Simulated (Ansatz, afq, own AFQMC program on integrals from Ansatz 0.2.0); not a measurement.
## Where AFQMC and coupled cluster stand for CH2Se, singlet

```xyz
4

C     0.0000    0.0000    1.4656
Se    0.0000    0.0000   -0.2750
H     0.0000    0.9241    2.0383
H     0.0000   -0.9241    2.0383
```

Connectivity, by distances: CH2–Se.

Basis cc-pVDZ. Only valence electrons are correlated. AFQMC by an in-house program on the Cholesky factors that Ansatz 0.2.0 writes for its CCSD(T) run. The CISD trial takes its coefficients from CCSD amplitudes. Released means that phaseless walkers are propagated on without the constraint, phases kept. Free projection: walkers drawn from exp(T), propagated without any constraint. Its projection time is finite, and what remains of the start isn't in its error. ± is one standard error of the sampling. No spin–orbit coupling.

Determinant: RHF, the one that the program's search chose, which needn't be the lowest solution. The geometry is a point of a scan.

No full CI on the walks' own integrals is used here; CCSDT(Q) serves as the reference and is uncertain by about the last step of the cluster series.

Cautions: no relativity below Rb; no spin-orbit coupling; inner d shell frozen; higher spins were not checked; restricted determinant unstable towards unrestricted (UHF 173 meV lower, ⟨S²⟩ 0.43).

```
T1 diagnostic                               : 0.0199
weight of the determinant in the CISD state : 0.861
size of the correlated space                : 12 electrons in 36 orbitals
```

| level | correlation energy (eV) |
| --- | --- |
| MP2 | -6.8721 |
| CCSD | -7.5403 |
| CCSD(T) | -7.8373 |

Question: Estimate where free-projection AFQMC lies against CCSD(T) on the same integrals.

Answer: 1.51 ± 0.58 kcal/mol below CCSD(T).

Reference: CCSDT(Q), correlation energy -7.879 eV. The released energy is read at 2.40 1/Eh (meV from the phaseless value at times in 1/Eh: -8 ± 15 at 0.24, -35 ± 17 at 0.51, -53 ± 17 at 0.99, -72 ± 19 at 1.62, -36 ± 21 at 2.40).

| level | E − E(reference) (kcal/mol) | share of correlation (%) |
| --- | --- | --- |
| CCSD(T) | 0.96 | 99.47 |
| CCSDT | 0.59 | 99.68 |
| ph-AFQMC/HF | 4.22 ± 1.68 | 97.68 |
| ph-AFQMC/CISD | 1.19 ± 0.33 | 99.34 |
| released AFQMC | 0.36 ± 0.48 | 99.80 |
| free AFQMC | -0.55 ± 0.58 | 100.30 |

Free projections are given only where their last times agree within the noise and don't stop above the reference; a slow remainder of the start can still hide under it. A walk keeps the symmetry of its determinant, which the program's search chose and which needn't be the lowest solution, so a lower state of the same spin and another symmetry isn't excluded. Released energies are given only where the last usable release times agree within the noise; a slower fall can still hide under it.
